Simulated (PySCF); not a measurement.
A structure optimised at PBE0-D3(BJ)/def2-SVP (Å):
```
atom  x, y, z in Å
C1    -0.3671   -0.4411   -0.1631
C2     1.0745   -0.0880   -0.3380
O3     1.5392    0.9794   -0.5393
Cl4    2.1299   -1.5366   -0.2044
H5    -0.9791    0.4652   -0.2520
H6    -0.5123   -0.9100    0.8208
H7    -0.6587   -1.1805   -0.9228
```

Charge 0, singlet.

Q: Read off the bonds between heavy atoms and their formal orders.

A: C1–C2 1.49 Å (single); C2–O3 1.18 Å (double); C2–Cl4 1.80 Å (single). Bonds to hydrogen (Å): C1–H5 1.10; C1–H6 1.10; C1–H7 1.10.

Q: Which species is it?

A: `CC(=O)Cl`, C2H3ClO, acetyl chloride.

Q: What is the point group of this geometry?

A: Cs (tolerance 0.08 Å).

Q: Describe the place of each heavy atom.

A: C1: methyl carbon next to a carbonyl; C2: acyl halide carbon; O3: carbonyl oxygen; Cl4: chlorine bonded to C.

Q: What is the arrangement about C2?

A: It has 3 neighbours (C1, O3, Cl4) and is planar (angles 127.8°, 120.7° and 111.6°, sum 360.0°, 0.00 Å off the plane of its three neighbours).

Q: What is the arrangement about C1?

A: It has 4 neighbours (C2, H5, H6, H7) and is tetrahedral (angles from 107.2° to 110.6°).

The numbers are calculated, not measured.
